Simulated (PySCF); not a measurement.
CuCl (singlet state).
Bonds: Cl1–Cu2.

Linear response at PBE0/aug-cc-pVTZ (PySCF, frozen core in the response, non-relativistic). Geometry: PBE0-D3(BJ)/def2-TZVP; no solvent, vibrations or thermal averaging.

Static isotropic polarisability: 37.67 au (5.58 Å³), principal values 32.9, 32.9, 47.1 au.

**Question.** What is the polarisability at 1064 nm and at the sodium D line?

**Answer.** 38.81 au at 1064 nm (+3.0 %), 43.06 au at 589.3 nm (+14.3 %). The rise at 589.3 nm is 4.73 times that at 1064 nm; a pure ω² law gives 3.26. The lowest singlet lies at 443 nm, shorter than both wavelengths.

**Question.** What is the isotropic C6 coefficient between two such molecules, C6 = (3/π)∫α(iω)² dω?

**Answer.** 415.7 au (Eh·bohr⁶) by a ten-point quadrature over imaginary frequencies, which is 248 eV·Å⁶ or 24 J·nm⁶/mol.

**Question.** Which effective excitation energy ω̄ makes London's formula C6 = (3/4)α²ω̄ exact here?

**Answer.** ω̄ = 4·C6/(3α²) = 0.391 Eh = 10.6 eV. A one-pole form α(ω) = α/(1 − ω²/ω̄²) fitted to the 1064 nm value gives 6.8 eV.

**Question.** How many electrons N does the Slater–Kirkwood formula C6 = (3/4)·√N·α^(3/2) need to give this C6?

**Answer.** N = (4·C6/3)²/α³ = 5.7; the species has 46 electrons in all.

**Question.** What three-body coefficient follows from the one-pole estimate C9 = (3/4)·α·C6?

**Answer.** 11700 au. This is an estimate from the two numbers above, not a computed integral.

**Question.** How anisotropic is the static polarisability, by Δα² = ½[(α1 − α2)² + (α2 − α3)² + (α3 − α1)²]?

**Answer.** Δα = 14.2 au, or 0.38 of the isotropic value.
